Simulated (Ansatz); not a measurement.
# BFHSi: the cost of one run

Computed with Ansatz 0.2.0, Gaussian basis. Level: def2-QZVPP, core rule «outside noble gas», up to 7 orbitals frozen.

To be run: UHF; ROHF; CCSD(T) on UHF.

## (1) The system

The geometry is a PBE0/def2-TZVP stationary point (not a proven minimum) of the parent state, kept for this charge and spin.

4 atoms, charge 1, spin multiplicity 5.

Atoms are counted from 1 here; the program's logs count them from 0.

Bond lengths: B1–Si2 1.844 Å, Si2–F3 1.594 Å, Si2–H4 1.480 Å. Angles: B1–Si2–F3 125.8°, B1–Si2–H4 130.2°, F3–Si2–H4 104.0°.

## (2) UHF

File in.yaml:

```yaml
crystal:
  periodic: [false, false, false]
  atoms:
    - {symbol: B, position_ang: [0.000000, -0.501036, 1.797314]}
    - {symbol: Si, position_ang: [0.000000, 0.361580, 0.166961]}
    - {symbol: F, position_ang: [0.000000, -0.345292, -1.261620]}
    - {symbol: H, position_ang: [0.000000, 1.807190, -0.149981]}
basis:
  gaussian: {orbitals: "def2-QZVPP.json"}
total_charge: 1
magnetization: {spin_polarized: true, initial_magnetization: 4}
hamiltonian: {xc: hf}
output: {orbitals: {seedname: orbitals}}
```

On the command line:

```console
> ansatz run in.yaml --threads 1 --pin off --events-out ev --progress --plain --max-ram 2393MiB
```

**Question.** How long does this run take on 1 thread of Arm Neoverse V2, shared host, and how much memory does it need?

About 10 s, with a peak of 0.42 GiB.
